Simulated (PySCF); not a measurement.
Compound: carbonyl fluoride, CF₂O.
Bonds: O1–C2 (double), C2–F3, C2–F4.

The closed-shell ground state was solved at several levels (PySCF, density fitting, gas phase, non-relativistic). Isolated species at its GFN2-xTB geometry, gas phase.

| level | basis functions | HOMO (eV) | LUMO (eV) | gap (eV) | dipole (D) |
| --- | --- | --- | --- | --- | --- |
| B3LYP/pcJ-1 | 108 | -10.20 | -0.71 | 9.49 | 0.97 |
| CAM-B3LYP/def2-SVPD | 89 | -12.23 | 0.59 | 12.82 | 0.93 |

(1) What might PBE0/pcSseg-1 (68 basis functions) give for the same quantities?

(2) Over all these levels, which gives the widest orbital gap and which the narrowest?

(3) How far do the dipole and the HOMO energy spread over the levels?

Answers

(1) HOMO -10.51 eV, LUMO -0.37 eV, gap 10.14 eV, dipole 0.98 D.

(2) CAM-B3LYP/def2-SVPD (range-separated hybrid) has the widest, 12.82 eV, and B3LYP/pcJ-1 (global hybrid, 20 % exact exchange) the narrowest, 9.49 eV. Functional and basis both differ between the two, so the spread mixes both effects.

(3) The dipole runs from 0.93 to 0.98 D (mean 0.96 D) and the HOMO from -12.23 to -10.20 eV.
